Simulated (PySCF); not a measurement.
Molecule: SMILES P(N(C)C)(C)C, C4H12NP.

Molfile (atoms numbered from 1):
```
C4H12NP
     RDKit          3D

 18 17  0  0  0  0  0  0  0  0999 V2000
   -1.8467    0.6211    0.2344 C   0  0  0  0  0  0  0  0  0  0  0  0
   -0.7310   -0.1870   -0.2057 N   0  0  0  0  0  0  0  0  0  0  0  0
   -1.1390   -1.5562   -0.4353 C   0  0  0  0  0  0  0  0  0  0  0  0
    0.6939   -0.0542    0.8351 P   0  0  0  0  0  0  0  0  0  0  0  0
    1.0955    1.7241    0.5434 C   0  0  0  0  0  0  0  0  0  0  0  0
    1.9468   -0.7752   -0.3138 C   0  0  0  0  0  0  0  0  0  0  0  0
   -2.6563    0.5608   -0.5118 H   0  0  0  0  0  0  0  0  0  0  0  0
   -1.5600    1.6796    0.3135 H   0  0  0  0  0  0  0  0  0  0  0  0
   -2.2730    0.3079    1.2133 H   0  0  0  0  0  0  0  0  0  0  0  0
   -0.3105   -2.1486   -0.8498 H   0  0  0  0  0  0  0  0  0  0  0  0
   -1.9528   -1.5737   -1.1791 H   0  0  0  0  0  0  0  0  0  0  0  0
   -1.5076   -2.0752    0.4767 H   0  0  0  0  0  0  0  0  0  0  0  0
    2.1317    1.8963    0.8728 H   0  0  0  0  0  0  0  0  0  0  0  0
    1.0011    1.9833   -0.5233 H   0  0  0  0  0  0  0  0  0  0  0  0
    0.4488    2.3818    1.1414 H   0  0  0  0  0  0  0  0  0  0  0  0
    1.8136   -0.3894   -1.3370 H   0  0  0  0  0  0  0  0  0  0  0  0
    1.8896   -1.8731   -0.3251 H   0  0  0  0  0  0  0  0  0  0  0  0
    2.9477   -0.5043    0.0560 H   0  0  0  0  0  0  0  0  0  0  0  0
  1  2  1  0
  2  3  1  0
  2  4  1  0
  4  5  1  0
  4  6  1  0
  1  7  1  0
  1  8  1  0
  1  9  1  0
  3 10  1  0
  3 11  1  0
  3 12  1  0
  5 13  1  0
  5 14  1  0
  5 15  1  0
  6 16  1  0
  6 17  1  0
  6 18  1  0
M  END
```

Geometry PBE0-D3(BJ)/def2-SVP throughout; GIAO in PySCF, gas phase, one conformer, non-relativistic; equivalent atoms averaged; basis pcSseg-1.

Task: How do the absolute shieldings σ depend on the functional? (ppm; last column core-seconds on 1 thread of an Intel Xeon Platinum 8259CL, shared host)

Result: 
```tsv
functional	kind	C1/C3	C5/C6	N2	P4	H7/H8/H9/H10/H11/H12	H13/H14/H15/H16/H17/H18	core-s
HF	Hartree–Fock	153.6	173.7	250.6	325.8	29.72	30.62	12
LDA	LDA	137.6	160.1	212.8	230.6	28.55	29.73	31
PBE	GGA	137.5	159.9	211.1	249.6	28.95	30.10	40
BLYP	GGA	132.1	154.3	203.6	227.8	29.10	30.28	41
BP86	GGA	136.8	159.6	211.1	245.8	29.00	30.16	39
OPBE	GGA	144.8	166.9	220.6	285.5	29.03	30.11	41
```

Task: Which nucleus moves most, in ppm?

Result: P4 (phosphorus bonded to 2 C, N): from 227.8 ppm with BLYP to 325.8 ppm with HF. The smallest spread is 0.90 ppm, at H13/H14/H15/H16/H17/H18. Proton shifts span only some 12 ppm, so a few tenths of a ppm matter as much there as several ppm in carbon.
